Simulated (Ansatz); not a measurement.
**Relaxing RbNb₃**

Theory: DFT PBE, scalar-relativistic, plane waves, PAW in Ansatz. Cutoff 420 eV, Γ-centred k mesh, Gaussian smearing, no spin polarisation in the final step.

RbNb₃ was placed on the TiAl3 (D0_22) structure type (I4/mmm, No. 139), with Rb in place of Ti, Nb in place of Al, at a guessed volume.

```yaml
crystal:
  lattice:
    - [-2.15165, 2.15165, 4.80629]
    - [2.15165, -2.15165, 4.80629]
    - [2.15165, 2.15165, -4.80629]
  atoms:
    - { symbol: Rb, position: [0.00000, 0.00000, 0.00000] }
    - { symbol: Nb, position: [0.50000, 0.50000, 0.00000] }
    - { symbol: Nb, position: [0.25000, 0.75000, 0.50000] }
    - { symbol: Nb, position: [0.75000, 0.25000, 0.50000] }
```

Steps on the 16×16×16 mesh (4 atoms). 9 of 15 steps are shown, and the free energy counts from the last. Trial steps that were taken back and renewals of the plane-wave basis can be among the rows.

| step | ΔF (meV/atom) | V (Å³/atom) | P (GPa) |
| --- | --- | --- | --- |
| 1 | 120.8 | 22.25 | -3.59 |
| 2 | 117.5 | 20.36 | 4.05 |
| 4 | 106.1 | 21.27 | 0.03 |
| 5 | 102.2 | 21.26 | 0.33 |
| 6 | 79.3 | 21.25 | 0.80 |
| 7 | 35.0 | 21.20 | 0.83 |
| 9 | 1.0 | 21.25 | 0.18 |
| 14 | 0.0 | 21.31 | 0.01 |
| 15 | 0.0 | 21.31 | 0.01 |

A final relaxation ran on a 16×16×16 mesh. The relaxed crystal, I4/mmm (No. 139):

Space group I4/mmm (No. 139). a = 4.833 Å, b = 4.833 Å, c = 7.298 Å, α = 90.00°, β = 90.00°, γ = 90.00°
```csv
atom,site,symmetry,x,y,z
Rb,2a,4/mmm,0.0000,0.0000,0.0000
Nb,2b,4/mmm,0.5000,0.5000,0.0000
Nb,4d,-4m2,0.5000,0.0000,0.2500
```

For RbNb₃, the volume per atom is 21.31 Å³, the density is 7.10 g/cm³ and the energy over the elements is 1.57 eV/atom. The gap on the 16×16×16 mesh is 0 eV (a metal).

The zero of energy is the elements' standard structures at the same level; no fitted shifts are applied.

The final run used a 16×16×16 mesh on its 4-atom cell and 0.10 eV smearing. For metals, differences of a few meV/atom aren't resolved.

A structure relaxed within its symmetry needn't be a true minimum.

Cost: 2 runs of about 9.7 core-minutes in all, on Intel Xeon 6975P-C (Granite Rapids) (shared hosts).